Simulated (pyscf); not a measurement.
Homolytic dissociation enthalpies at 298 K of N–Si, N–Sn bonds in 6 gas-phase molecules, in kJ/mol. Single points on ωB97X-D3(BJ)/def2-SVP structures (PySCF, gas phase). Both columns use the same structures and thermal terms. Rows were drawn at random from the closed-shell molecules with such a bond whose radicals are computed, keep their shape and have no isomer in the data more than 5 kcal/mol lower.

```tsv
row	molecule	radicals	r²SCAN/def2-TZVP	ωB97M-D3(BJ)/def2-TZVP
1	H₂N–Si(OH)(OH)–F	NH₂• + HO–Si•(OH)–F	461.6	?
2	H₂N–Si(SiH₃)(SiH₃)–SiH₂–F	NH₂• + F–SiH₂–Si•(SiH₃)–SiH₃	352.7	385.0
3	H₂N–SnH₂–GeH₃	NH₂• + H₃Ge–SnH₂•	277.4	296.5
4	H₂N–SiH₂–NH–SiH₂–NH₂	NH₂• + H₂N–SiH₂–NH–SiH₂•	416.8	451.8
5	H₂N–SiH₂–O–SiH₂–OH	NH₂• + HO–SiH₂–O–SiH₂•	435.0	468.5
6	H₃C–N(CH₃)–SiH₂–NH₂	H₃C–N(CH₃)–SiH₂• + NH₂•	410.3	444.7
```

Task: Fit a line that carries the r²SCAN values to the last column and predict row 1.

Result: In the 5 complete rows the last column lies 19.1 to 35.0 kJ/mol from r²SCAN (mean 30.9, median 33.5). Least squares gives y = -3.2 + 1.09·x with residuals of 2.4 kJ/mol (root mean square). For row 1: -3.2 + 1.09 × 461.6 = 499.9 kJ/mol, an extrapolation. The computed value is 497.6 kJ/mol, 2.3 under the line. Elements up to Kr have no core potential and no relativistic terms here. Elements past Kr carry the def2 core potentials, without spin-orbit coupling.
